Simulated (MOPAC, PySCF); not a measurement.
C$_{3}$H$_{3}$N, SMILES `C=CC#N`, neutral singlet in the gas phase. 

Cartesian coordinates (Å):
```xyz
7

C     -0.9619    -0.4224     0.2536
C      0.0155     0.4780     0.2225
C      1.3868     0.1325     0.3851
N      2.5020    -0.1253     0.5144
H     -0.7580    -1.4751     0.4061
H     -1.9935    -0.1199     0.1258
H     -0.1908     1.5322     0.0696
```
Charge 0, spin multiplicity 1.

All levels are single points at this geometry (PBE0-D4/def2-TZVPD); Pople sets use spherical d functions. Orbital energies aren't observables, and empty levels follow the basis.

```
level                        HOMO (eV)  LUMO (eV)  gap (eV)  dipole (D)  vertical IE, Delta-SCF (eV)
---------------------------  ---------  ---------  --------  ----------  ---------------------------
PBE0-D4/def2-TZVPD in PySCF      -8.48      -1.74      6.74        4.03                            –
B3LYP/6-311+G** in PySCF         -8.27      -1.98      6.29        4.04                            –
PBE/6-31G* in PySCF              -7.01      -2.26      4.74        3.73                        10.53
AM1 in MOPAC                    -10.93       0.07     11.00        2.96                            –
PM3 in MOPAC                    -10.92      -0.17     10.75        3.23                            –
PM7 in MOPAC                    -11.34      -0.52     10.82        3.76                            –
```
